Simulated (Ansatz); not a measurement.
```xyz
8

C     0.6993    0.7577    0.0570
C    -0.6484    0.7887   -0.0376
C    -0.6044   -0.8134    0.0188
C     0.6553   -0.7975   -0.0673
H     1.4547    1.5769    0.0335
H    -1.4599    1.6174   -0.0524
H    -1.4054   -1.5471    0.0397
H     1.4301   -1.5546    0.0815
```

RHF on singlet C₄H₄ was run in several spherical basis sets with Ansatz (development build ahead of 0.2.0).

**Question.** Rank the basis sets by the total energy that they give, lowest first, with the distance from the lowest.
A. STO-3G
B. 6-31G
C. def2-SVP

**Answer.** B (0.00 eV), C (1.17 eV), A (49.70 eV).

Totals follow the description of the cores as much as that of the bonds, so this order isn't one of quality for chemistry.
